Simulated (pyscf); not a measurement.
Structures and frequencies: ωB97X-D3(BJ)/def2-SVP in PySCF. Correlated levels are frozen-core, on RHF or UHF. ΔMP2 is the change of the MP2 total energy from the triple- to the quadruple-zeta basis.

### Question
Estimate by transition-state theory the rate constant of H₂B–OH + silane (SiH₄) → borane (BH₃) + silanol (HO–SiH₃) (singlet surface; B–O, H–Si broken, B–H, O–Si formed) at 600 K, with CCSD(T)/def2-TZVPP + ΔMP2(QZVPP) energies (ideal gas, 1 atm, RRHO with modes under 100 cm⁻¹ raised to 100, one conformer, R ln 2 for rigid chiral ones; no tunnelling).

### Answer
The electronic barrier is 17.3 kcal/mol and the thermal terms add +22.9, so ΔG‡ = 40.2 kcal/mol. With k_BT/h = 1.25e+13 s⁻¹ and RT = 1.192 kcal/mol, and a volume of 8.18e-20 cm³ per molecule at 1 atm, k = 2.4e-21 cm³ molecule⁻¹ s⁻¹. Wigner's tunnelling factor for 228i cm⁻¹ would be 1.01. A shift of 1 kcal/mol in the barrier changes k by a factor 2.3. On the product side the descent ends in an adduct with a B–O contact, 16.1 kcal/mol under the separated species and 14.7 kcal/mol under the saddle at ωB97X-D3(BJ)/def2-TZVP. What is counted as broken (B–O) persists as a longer contact in the product adduct; parting that adduct is a step of its own. At the saddle there is also a short B–Si contact that neither side keeps. At ωB97X-D3(BJ) the barrier from the zero used here is 14.8 kcal/mol. One saddle was located; it need not be the lowest between these sides. The CCSD(T) − MP2 part came from Ansatz, without density fitting, on the same reference.
